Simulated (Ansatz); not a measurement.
in.yaml

```yaml
crystal:
  periodic: [false, false, false]
  atoms:
    - {symbol: Ge, position_ang: [0.057198, -0.168464, 1.259789]}
    - {symbol: P, position_ang: [-0.107676, 0.709238, -0.730239]}
    - {symbol: Si, position_ang: [-0.031056, -0.373837, -2.541488]}
    - {symbol: H, position_ang: [0.052053, 0.762805, 2.466558]}
basis:
  gaussian: {orbitals: STO-3G}
magnetization: {spin_polarized: false, initial_magnetization: 2}
correlation: {method: fic_mrcisd_q, electrons: outside_noble_gas, active_space: {window: {electrons: 4, orbitals: 4}, states: [{multiplicity: 3, irrep: E1u, weights: [1]}]}}
```

```sh
$ ansatz run in.yaml --threads 1 --pin off --events-out ev --progress --plain --max-ram 2393MiB
```

Task: One thing in this input was set wrong on purpose, beside settings that are merely unusual. What is the gravest fault, and what does the program do?

Result: Irrep not in the group. How the run ends: stopped by an error.
```
560 factors; integrals over basis functions are off by at most 3.5e-8 eV
mean field evaluation 1: about -72779.6243 eV, gradient 1.3e1 eV
mean field evaluation 2: about -72779.6415 eV, gradient 1.3e1 eV
mean field evaluation 4: about -72781.1565 eV, gradient 2.4e0 eV
mean field evaluation 8: about -72781.6856 eV, gradient 2.3e-1 eV
mean field evaluation 16: about -72777.4919 eV, gradient 6.0e0 eV
mean field evaluation 32: about -72781.0895 eV, gradient 2.6e0 eV
mean field -72781.68579468 eV, -2674.6776197559 hartree, gradient 5.4e-6 eV, S^2 2.000000; 6 other end points of the search recorded, 0 dependent functions left out
reference -72781.68579468 eV, -2674.6776197559 hartree; 32, 30 occupied and 5, 7 virtual orbitals, 560 factors
Error: the irrep E1u is not accepted for these orbitals, which take A, or 1 to 1
```
